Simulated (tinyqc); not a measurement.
Orbital energy against energy difference: ionisation energy by orbital energies and by energy differences in the cc-pvdz basis, for HF, spin multiplicity 1. Computed by the program tinyqc with PySCF. 

Geometry (angstrom):

| atom | x | y | z |
|---|---|---|---|
| F | 0.0000 | 0.0000 | 0.0000 |
| H | 0.0000 | 0.0000 | 0.8130 |

CCSD(T) difference in the same basis = 15.8828 eV

IP-EOM-CCSD = 15.6546 eV

The cation is unrestricted; errors are against CCSD(T) in this basis, not against experiment.

First vertical ionisation energy (eV):

| method | -e(HOMO) | E(cation) - E | error of -e(HOMO) | error of the difference |
|---|---|---|---|---|
| HF | 17.422 | 14.63421 | 1.539 | -1.249 |
| LDA | 8.721 | 16.64104 | -7.162 | 0.758 |
| PBE | 8.574 | 16.20062 | -7.309 | 0.318 |
| B3LYP | 10.629 | 16.26201 | -5.254 | 0.379 |
| PBE0 | 11.078 | 16.13403 | -4.805 | 0.251 |
| CAM-B3LYP | 12.584 | 16.25778 | -3.298 | 0.375 |
| LC-wPBE | 13.936 | 16.31886 | -1.947 | 0.436 |

Koopmans errs by +1.54 eV and Delta-HF by -1.25 eV: relaxation, 2.79 eV, lowers the value and the missing correlation difference works against it. The PBE level is off by -7.3 eV through the wrong tail of its potential, though its energy difference is off by +0.32 eV; exact exchange deepens the level, and among the orbital energies HF comes closest; among the differences PBE0 does.
